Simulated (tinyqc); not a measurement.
Worked calculation: UKS/BLYP in the sto-3g basis, for BH2, spin multiplicity 2. One step of it, computed by the program tinyqc.

Problem. Iteration 1: building the Kohn-Sham matrix. J_ij = sum D_kl (ij|kl) with D = D(alpha) + D(beta); F = H + J + V_xc; E = tr D H + tr D J / 2 + E_xc + E_nn.

D(alpha) at the start, order 1B 1s, 1B 2s, 1B 2px, 1B 2py, 1B 2pz, 2H 1s, 3H 1s:
```
[[1.240077, -0.304647, 0.000000, 0.000000, 0.011494, -0.023140, -0.023140],
 [-0.304647, 1.139293, 0.000000, 0.000000, -0.035941, 0.083776, 0.083776],
 [0.000000, 0.000000, 0.183052, 0.000000, 0.000000, 0.000000, 0.000000],
 [0.000000, 0.000000, 0.000000, 0.153609, 0.000000, 0.026852, -0.026852],
 [0.011494, -0.035941, 0.000000, 0.000000, 0.171707, 0.013333, 0.013333],
 [-0.023140, 0.083776, 0.000000, 0.026852, 0.013333, 0.538346, 0.013913],
 [-0.023140, 0.083776, 0.000000, -0.026852, 0.013333, 0.013913, 0.538346]]
```

D(beta) at the start, order 1B 1s, 1B 2s, 1B 2px, 1B 2py, 1B 2pz, 2H 1s, 3H 1s:
```
[[0.930058, -0.228485, 0.000000, 0.000000, 0.008621, -0.017355, -0.017355],
 [-0.228485, 0.854470, 0.000000, 0.000000, -0.026955, 0.062832, 0.062832],
 [0.000000, 0.000000, 0.137289, 0.000000, 0.000000, 0.000000, 0.000000],
 [0.000000, 0.000000, 0.000000, 0.115206, 0.000000, 0.020139, -0.020139],
 [0.008621, -0.026955, 0.000000, 0.000000, 0.128780, 0.009999, 0.009999],
 [-0.017355, 0.062832, 0.000000, 0.020139, 0.009999, 0.403760, 0.010435],
 [-0.017355, 0.062832, 0.000000, -0.020139, 0.009999, 0.010435, 0.403760]]
```

core Hamiltonian H = T + V (hartree), order 1B 1s, 1B 2s, 1B 2px, 1B 2py, 1B 2pz, 2H 1s, 3H 1s:
```
[[-13.159048, -3.413016, 0.000000, 0.000000, -0.017319, -0.722453, -0.722453],
 [-3.413016, -4.228041, 0.000000, 0.000000, -0.156013, -1.685232, -1.685232],
 [0.000000, 0.000000, -3.360436, 0.000000, 0.000000, 0.000000, 0.000000],
 [0.000000, 0.000000, 0.000000, -3.518059, 0.000000, -1.317782, 1.317782],
 [-0.017319, -0.156013, 0.000000, 0.000000, -3.420392, -0.842828, -0.842828],
 [-0.722453, -1.685232, 0.000000, -1.317782, -0.842828, -2.784884, -0.368067],
 [-0.722453, -1.685232, 0.000000, 1.317782, -0.842828, -0.368067, -2.784884]]
```

Two-electron integrals (ij|kl) in chemists' order, unique and non-zero (hartree):
```
(11|11) 2.923513    (21|11) 0.518376    (21|21) 0.109262    (22|11) 0.744229
(22|21) 0.193177    (22|22) 0.544804    (31|31) 0.020264    (32|31) 0.029996
(32|32) 0.120346    (33|11) 0.742491    (33|21) 0.193240    (33|22) 0.544682
(33|33) 0.586773    (41|41) 0.020264    (42|41) 0.029996    (42|42) 0.120346
(43|43) 0.031630    (44|11) 0.742491    (44|21) 0.193240    (44|22) 0.544682
(44|33) 0.523513    (44|44) 0.586773    (51|51) 0.020264    (52|51) 0.029996
(52|52) 0.120346    (53|53) 0.031630    (54|54) 0.031630    (55|11) 0.742491
(55|21) 0.193240    (55|22) 0.544682    (55|33) 0.523513    (55|44) 0.523513
(55|55) 0.586773    (61|11) 0.107994    (61|21) 0.022688    (61|22) 0.040257
(61|33) 0.040060    (61|41) 0.001403    (61|42) 0.002583    (61|44) 0.040505
(61|51) 0.000865    (61|52) 0.001593    (61|54) 0.000274    (61|55) 0.040229
(61|61) 0.004861    (62|11) 0.256282    (62|21) 0.067533    (62|22) 0.208987
(62|33) 0.203052    (62|41) 0.006336    (62|42) 0.038283    (62|44) 0.215809
(62|51) 0.003908    (62|52) 0.023611    (62|54) 0.007868    (62|55) 0.207905
(62|61) 0.014972    (62|62) 0.109694    (63|31) 0.006821    (63|32) 0.031711
(63|43) 0.007186    (63|53) 0.004432    (63|63) 0.012230    (64|11) 0.202836
(64|21) 0.054166    (64|22) 0.176906    (64|33) 0.167491    (64|41) 0.011222
(64|42) 0.061382    (64|44) 0.191779    (64|51) 0.002714    (64|52) 0.018299
(64|54) 0.010548    (64|55) 0.171263    (64|61) 0.012606    (64|62) 0.108789
(64|64) 0.117928    (65|11) 0.125098    (65|21) 0.033407    (65|22) 0.109106
(65|33) 0.103299    (65|41) 0.002714    (65|42) 0.018299    (65|44) 0.109415
(65|51) 0.008495    (65|52) 0.042997    (65|54) 0.010958    (65|55) 0.114489
(65|61) 0.007775    (65|62) 0.067095    (65|64) 0.065189    (65|65) 0.052435
(66|11) 0.413959    (66|21) 0.111126    (66|22) 0.388663    (66|33) 0.365484
(66|41) 0.012803    (66|42) 0.102172    (66|44) 0.415544    (66|51) 0.007896
(66|52) 0.063014    (66|54) 0.030874    (66|55) 0.384526    (66|61) 0.025131
(66|62) 0.259331    (66|64) 0.279749    (66|65) 0.172534    (66|66) 0.774606
(71|11) 0.107994    (71|21) 0.022688    (71|22) 0.040257    (71|33) 0.040060
(71|41) -0.001403   (71|42) -0.002583   (71|44) 0.040505    (71|51) 0.000865
(71|52) 0.001593    (71|54) -0.000274   (71|55) 0.040229    (71|61) 0.004648
(71|62) 0.013720    (71|64) 0.010465    (71|65) 0.007139    (71|66) 0.022445
(71|71) 0.004861    (72|11) 0.256282    (72|21) 0.067533    (72|22) 0.208987
(72|33) 0.203052    (72|41) -0.006336   (72|42) -0.038283   (72|44) 0.215809
(72|51) 0.003908    (72|52) 0.023611    (72|54) -0.007868   (72|55) 0.207905
(72|61) 0.013720    (72|62) 0.073549    (72|64) 0.053768    (72|65) 0.043926
(72|66) 0.133464    (72|71) 0.014972    (72|72) 0.109694    (73|31) 0.006821
(73|32) 0.031711    (73|43) -0.007186   (73|53) 0.004432    (73|63) 0.007487
(73|73) 0.012230    (74|11) -0.202836   (74|21) -0.054166   (74|22) -0.176906
(74|33) -0.167491   (74|41) 0.011222    (74|42) 0.061382    (74|44) -0.191779
(74|51) -0.002714   (74|52) -0.018299   (74|54) 0.010548    (74|55) -0.171263
(74|61) -0.010465   (74|62) -0.053768   (74|64) -0.033157   (74|65) -0.031535
(74|66) -0.092134   (74|71) -0.012606   (74|72) -0.108789   (74|74) 0.117928
(75|11) 0.125098    (75|21) 0.033407    (75|22) 0.109106    (75|33) 0.103299
(75|41) -0.002714   (75|42) -0.018299   (75|44) 0.109415    (75|51) 0.008495
(75|52) 0.042997    (75|54) -0.010958   (75|55) 0.114489    (75|61) 0.007139
(75|62) 0.043926    (75|64) 0.031535    (75|65) 0.033139    (75|66) 0.083486
(75|71) 0.007775    (75|72) 0.067095    (75|74) -0.065189   (75|75) 0.052435
(76|11) 0.051569    (76|21) 0.013606    (76|22) 0.042831    (76|33) 0.041520
(76|44) 0.042941    (76|51) 0.001317    (76|52) 0.008132    (76|55) 0.043992
(76|61) 0.002918    (76|62) 0.019413    (76|64) 0.016774    (76|65) 0.012930
(76|66) 0.041778    (76|71) 0.002918    (76|72) 0.019413    (76|74) -0.016774
(76|75) 0.012930    (76|76) 0.004333    (77|11) 0.413959    (77|21) 0.111126
(77|22) 0.388663    (77|33) 0.365484    (77|41) -0.012803   (77|42) -0.102172
(77|44) 0.415544    (77|51) 0.007896    (77|52) 0.063014    (77|54) -0.030874
(77|55) 0.384526    (77|61) 0.022445    (77|62) 0.133464    (77|64) 0.092134
(77|65) 0.083486    (77|66) 0.245658    (77|71) 0.025131    (77|72) 0.259331
(77|74) -0.279749   (77|75) 0.172534    (77|76) 0.041778    (77|77) 0.774606
```

nuclear repulsion = 4.43593942 hartree

V_xc(alpha) (hartree), order 1B 1s, 1B 2s, 1B 2px, 1B 2py, 1B 2pz, 2H 1s, 3H 1s:
```
[[-1.991011, -0.301059, 0.000000, 0.000000, 0.000143, -0.063293, -0.063293],
 [-0.301059, -0.466846, 0.000000, 0.000000, -0.016810, -0.196975, -0.196975],
 [0.000000, 0.000000, -0.447241, 0.000000, 0.000000, 0.000000, 0.000000],
 [0.000000, 0.000000, 0.000000, -0.480169, 0.000000, -0.178600, 0.178600],
 [0.000143, -0.016810, 0.000000, 0.000000, -0.461149, -0.111552, -0.111552],
 [-0.063293, -0.196975, 0.000000, -0.178600, -0.111552, -0.475906, -0.039393],
 [-0.063293, -0.196975, 0.000000, 0.178600, -0.111552, -0.039393, -0.475906]]
```

V_xc(beta) (hartree), order 1B 1s, 1B 2s, 1B 2px, 1B 2py, 1B 2pz, 2H 1s, 3H 1s:
```
[[-1.837925, -0.280288, 0.000000, 0.000000, 0.000129, -0.058902, -0.058902],
 [-0.280288, -0.438749, 0.000000, 0.000000, -0.015856, -0.184874, -0.184874],
 [0.000000, 0.000000, -0.420696, 0.000000, 0.000000, 0.000000, 0.000000],
 [0.000000, 0.000000, 0.000000, -0.451504, 0.000000, -0.167472, 0.167472],
 [0.000129, -0.015856, 0.000000, 0.000000, -0.433603, -0.104616, -0.104616],
 [-0.058902, -0.184874, 0.000000, -0.167472, -0.104616, -0.445151, -0.037008],
 [-0.058902, -0.184874, 0.000000, 0.167472, -0.104616, -0.037008, -0.445151]]
```

E_xc = sum of w rho eps_xc = -4.84457844 hartree

Give: Coulomb J; F(alpha); F(beta); total energy of this density.

Solution.

Coulomb J (hartree), order 1B 1s, 1B 2s, 1B 2px, 1B 2py, 1B 2pz, 2H 1s, 3H 1s:
```
[[8.9012, 1.8248, 0.0000, 0.0000, 0.0154, 0.3815, 0.3815],
 [1.8248, 3.8738, 0.0000, 0.0000, 0.1262, 1.5264, 1.5264],
 [0.0000, 0.0000, 3.8216, 0.0000, 0.0000, 0.0000, 0.0000],
 [0.0000, 0.0000, 0.0000, 3.9253, 0.0000, 1.3053, -1.3053],
 [0.0154, 0.1262, 0.0000, 0.0000, 3.8609, 0.8315, 0.8315],
 [0.3815, 1.5264, 0.0000, 1.3053, 0.8315, 3.0129, 0.3141],
 [0.3815, 1.5264, 0.0000, -1.3053, 0.8315, 0.3141, 3.0129]]
```

F(alpha) (hartree), order 1B 1s, 1B 2s, 1B 2px, 1B 2py, 1B 2pz, 2H 1s, 3H 1s:
```
[[-6.2489, -1.8893, 0.0000, 0.0000, -0.0017, -0.4042, -0.4042],
 [-1.8893, -0.8211, 0.0000, 0.0000, -0.0466, -0.3558, -0.3558],
 [0.0000, 0.0000, 0.0139, 0.0000, 0.0000, 0.0000, 0.0000],
 [0.0000, 0.0000, 0.0000, -0.0729, 0.0000, -0.1911, 0.1911],
 [-0.0017, -0.0466, 0.0000, 0.0000, -0.0206, -0.1229, -0.1229],
 [-0.4042, -0.3558, 0.0000, -0.1911, -0.1229, -0.2479, -0.0934],
 [-0.4042, -0.3558, 0.0000, 0.1911, -0.1229, -0.0934, -0.2479]]
```

F(beta) (hartree), order 1B 1s, 1B 2s, 1B 2px, 1B 2py, 1B 2pz, 2H 1s, 3H 1s:
```
[[-6.0958, -1.8685, 0.0000, 0.0000, -0.0018, -0.3998, -0.3998],
 [-1.8685, -0.7930, 0.0000, 0.0000, -0.0456, -0.3437, -0.3437],
 [0.0000, 0.0000, 0.0405, 0.0000, 0.0000, 0.0000, 0.0000],
 [0.0000, 0.0000, 0.0000, -0.0443, 0.0000, -0.1800, 0.1800],
 [-0.0018, -0.0456, 0.0000, 0.0000, 0.0069, -0.1160, -0.1160],
 [-0.3998, -0.3437, 0.0000, -0.1800, -0.1160, -0.2171, -0.0910],
 [-0.3998, -0.3437, 0.0000, 0.1800, -0.1160, -0.0910, -0.2171]]
```

total energy of this density = -25.566346 hartree

This density is the starting one; it is not idempotent, so its energy is not variational and may lie below the converged one.
